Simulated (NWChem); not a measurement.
# Correlation energy of F (-1)

```
F
```
Charge -1, spin multiplicity 1.

Program: NWChem.

Basis set: aug-cc-pVTZ. Each correlation energy counts from its own Hartree-Fock reference.

The correlated methods keep 1 core orbital frozen. Coupled-cluster values serve here as a point of comparison, not as the truth.

Q: Order these methods by the correlation energy they give, lowest first: CCSD, CCSD+T(CCSD), SCS-MP2, MP2, CCSD(T).

A: CCSD+T(CCSD) (-300.2 mHa), CCSD(T) (-298.7 mHa), MP2 (-295.1 mHa), CCSD (-288.5 mHa), SCS-MP2 (-286.2 mHa)
